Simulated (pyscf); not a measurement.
Optimised with ωB97X-D3(BJ)/def2-SVP in PySCF.

Problem. Estimate the classical barrier height and the reaction energy of H₃Si–SiH₂–GeH₃ + H atom (H•) → germane (GeH₄) + •H₂Si–SiH₃ at M06-2X/def2-TZVP. The step runs on the doublet surface, breaks Ge–Si and forms Ge–H; take the separated reactants as zero.

Solution. ΔE‡ = 3.4 kcal/mol, ΔE = -16.8 kcal/mol. ωB97M-D3(BJ)/def2-TZVP gives 4.3 kcal/mol and -15.7 kcal/mol. Zero-point energy shifts the barrier by +1.8 kcal/mol. It is a substitution at Ge, with an imaginary mode of 272i cm⁻¹. This is the saddle that the search found; another between the same sides may lie lower. The angle at the attacked Ge is 65° (front-side attack). Elements up to Kr have no core potential and no relativistic terms here.
